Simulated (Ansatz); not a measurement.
We consider hcp Zr, described by PBEsol in Ansatz (PAW).

Run with plane-wave cutoff 520 eV, 24×24×12 k mesh (along the axes of the cell as run), Fermi–Dirac smearing 0.036 eV (set by the program), scalar-relativistic PAW data made under PBE.

Cell (relaxed at this level):

```yaml
crystal:
  lattice:
    - [3.18519, 0.00000, 0.00000]
    - [-1.59260, 2.75846, 0.00000]
    - [0.00000, 0.00000, 5.11277]
  atoms:
    - { symbol: Zr, position: [0.66667, 0.33333, 0.75000] }
    - { symbol: Zr, position: [0.33333, 0.66667, 0.25000] }
```

Task: Estimate the elastic constant C13, elastic constant C12, elastic constant C44, elastic constant C11, elastic constant C33 and elastic constant C66 that the calculation returns.

Result: 
- elastic constant C13 = 72.4 GPa
- elastic constant C12 = 68.9 GPa
- elastic constant C44 = 22.2 GPa
- elastic constant C11 = 147 GPa
- elastic constant C33 = 172 GPa
- elastic constant C66 = 39.1 GPa

Measured, for comparison: elastic constant C13 64.6 GPa, elastic constant C12 67.2 GPa, elastic constant C44 36.3 GPa, elastic constant C11 155 GPa, elastic constant C33 172 GPa (4 K, zero-point motion not removed; as tabulated in Clouet (2012), arXiv:1210.1082). Computed (rounded) less measured: elastic constant C13 +12 %, elastic constant C12 +3 %, elastic constant C44 -39 %, elastic constant C11 -5 %, elastic constant C33 0.0 %.

Elastic constants are with the ions relaxed.

Ansatz is a quantum-chemistry and plane-wave program.
